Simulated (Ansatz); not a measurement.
Molecule: C3H5 (charge 0, doublet). It need not be the lowest isomer of its formula. 
Structure (B3LYP-D3(BJ)/def2-TZVP (Ansatz, an electronic-structure program) minimum search):
SMILES: C(=C)[CH2]
```xyz
8

C      1.2292     0.0009    -0.1567
C     -0.0488     0.4045     0.1708
H      1.4132    -0.9792    -0.5791
H      2.0821     0.6464    -0.0030
H     -0.1688     1.3993     0.5910
C     -1.1860    -0.3590     0.0055
H     -2.1617     0.0140     0.2820
H     -1.1312    -1.3584    -0.4083
```
Charge 0, spin multiplicity 2.

Computed values are from Ansatz. Valence correlation only, unless marked. UHF or UKS for open shells. No spin-orbit coupling. Non-relativistic. CBS marks a two-point X^-3 extrapolation of the correlation energy; Hartree-Fock from the larger set. [CCSD(T)-MP2]/basis is that difference in the basis named.

The atomisation energy De is 3196.4 kJ/mol at RI-MP2/CBS(cc-pVTZ,cc-pVQZ)+[CCSD(T)-MP2]/cc-pVTZ and the total energy comes out as -117.0912 Eh at RI-MP2/CBS(cc-pVTZ,cc-pVQZ)+[CCSD(T)-MP2]/cc-pVTZ. The dipole moment is 0.05 D at CCSD(T)/aug-cc-pVDZ and the T1 diagnostic comes out as 0.028 at CCSD/cc-pVTZ.

The UHF reference is spin-contaminated (<S^2> 0.20 over the pure value in the largest basis).
